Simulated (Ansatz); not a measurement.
What does this script print? It uses the Python package of Ansatz (0.2.0).

`md.py`
```python
from dataclasses import dataclass

import ansatz as az
from ase import Atoms
import numpy as np


@dataclass(frozen=True)
class RunConfig:
    basis_set: str = "def2-SVP"
    functional: str = "PBE0"
    vdw: str = "d3bj"
    n_steps: int = 30
    temperature_k: int = 200


opts = RunConfig()


def main() -> None:
    atoms = Atoms(["B", "S", "H", "H", "H", "H", "H"], positions=[
        (-0.4522, -0.4235, -0.4629),
        (0.5848, 0.8509, 0.3809),
        (-1.6599, 0.0094, -0.4712),
        (-0.3575, -1.416, 0.0832),
        (-0.1403, -0.5153, -1.6208),
        (0.1756, 1.0169, 1.6788),
        (1.9107, 0.4097, 0.3661),
    ])
    bh5s = az.Crystal.molecule_from_ase(atoms)

    base = (
        bh5s.calculation()
        .basis(gaussian=opts.basis_set)
        .functional(opts.functional, dispersion=opts.vdw)
        .md("nvt_nose_hoover", timestep=0.25, steps=opts.n_steps, temperature=opts.temperature_k, initial_velocities="maxwell_boltzmann", seed=76, thermostat_time=50)
    )
    frames = []
    base.session().plan().execute(on_event=lambda e: frames.append(e["data"]) if e["event"] == "md_step" else None)
    print("t (fs)   E_pot (eV)      E_kin (eV)   T (K)   d(0-1) (A)")
    for f in frames[::3]:
        xyz = np.array(f["positions_ang"])
        print(f"{f['time_fs']:6.2f} {f['lagrangian_ev']:14.5f} {f['e_kin_ev']:10.5f} {f['temperature_k']:8.1f} {np.linalg.norm(xyz[0] - xyz[1]):9.4f}")
    kept = np.array([f["conserved_ev"] for f in frames])
    print(f"conserved energy moves by at most {1000 * np.ptp(kept):.3f} meV")


if __name__ == "__main__":
    main()
```

Running `python md.py` prints:
```text
t (fs)   E_pot (eV)      E_kin (eV)   T (K)   d(0-1) (A)
  0.00   -11583.06923    0.12926    200.0    1.8470
  0.75   -11583.07997    0.13990    216.5    1.8448
  1.50   -11583.12933    0.18908    292.6    1.8437
  2.25   -11583.19235    0.25188    389.7    1.8439
  3.00   -11583.24663    0.30589    473.3    1.8455
  3.75   -11583.28042    0.33926    524.9    1.8484
  4.50   -11583.29304    0.35124    543.5    1.8527
  5.25   -11583.29266    0.34998    541.5    1.8582
  6.00   -11583.29294    0.34911    540.2    1.8648
  6.75   -11583.30744    0.36211    560.3    1.8724
  7.50   -11583.34208    0.39475    610.8    1.8807
conserved energy moves by at most 0.512 meV
```

Notes:
- Total energies depend on the basis set; only differences at equal settings carry meaning.
- The trajectory is only some femtoseconds long, so its temperature is not equilibrated; where the script doesn't relax first, it starts from a rough generated geometry.
- The temperature counts the internal degrees of freedom alone.
- Timing: 36 s on 1 thread of Arm Neoverse V1, on a shared host, peak memory 0.18 GiB.

(Lines on the test bed's own set-up are left out of the output.)
